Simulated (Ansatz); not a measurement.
**CH₂ClN: how energies converge with the basis set**

One table from this session's results is given with a row withheld; the runs are named, their logs left out.

Method: one geometry, several basis sets; program: Ansatz 0.2.0, Gaussian basis.

Plan: PBE0-D4/def2-SVP; ωB97M-V/def2-SVP; PBE0-D4/def2-QZVPP; ωB97M-V/def2-QZVPP; the functionals' def2-TZVPP values are taken from earlier runs.

1 further run of the same task is left out (it didn't finish).

## Structure used throughout

All runs share one geometry, relaxed beforehand with PBE0-D4 in a triple-zeta def2 set.

SMILES `N=CCl`, 5 atoms, charge 0, spin multiplicity 1.

Atoms are counted from 1 here; the program's logs count them from 0.

Bond lengths: N1–C2 1.247 Å, N1–H4 1.019 Å, C2–Cl3 1.729 Å, C2–H5 1.091 Å. Angles: C2–N1–H4 110.5°, N1–C2–Cl3 121.0°, N1–C2–H5 128.0°, Cl3–C2–H5 111.0°.

The first run:

in.yaml

```yaml
crystal:
  periodic: [false, false, false]
  atoms:
    - {symbol: N, position_ang: [-0.754770, -0.588442, -0.272244]}
    - {symbol: C, position_ang: [0.240916, 0.066214, 0.096646]}
    - {symbol: Cl, position_ang: [1.513065, -0.680338, 0.999044]}
    - {symbol: H, position_ang: [-1.400563, 0.006384, -0.789179]}
    - {symbol: H, position_ang: [0.451252, 1.122581, -0.075569]}
basis:
  gaussian: {orbitals: def2-SVP}
hamiltonian: {xc: pbe0, dispersion: d4}
output: {orbitals: {seedname: orbitals}}
```

Run with:

```sh
ansatz run in.yaml --threads 2 --pin off --events-out ev --progress --plain --max-ram 4352MiB
```

Among the steps run: PBE0-D4 in def2-SVP; ωB97M-V in def2-SVP; PBE0-D4 in def2-QZVPP; ωB97M-V in def2-QZVPP.

One of the session's tables, all rows but one given; the rest of the session is left out.

It belongs to the step «Functionals by basis». 

```
functional       basis  HOMO (eV)
   PBE0-D4    def2-SVP      -8.36
   PBE0-D4  def2-TZVPP          ?
   PBE0-D4  def2-QZVPP      -8.63
   ωB97M-V    def2-SVP     -10.70
   ωB97M-V  def2-TZVPP     -10.95
   ωB97M-V  def2-QZVPP     -11.01
```

Q: Estimate the row for PBE0-D4, def2-TZVPP from the others.

The run gave: HOMO (eV): -8.58. In the column «HOMO (eV)» it lies between PBE0-D4, def2-QZVPP (-8.63) and PBE0-D4, def2-SVP (-8.36).
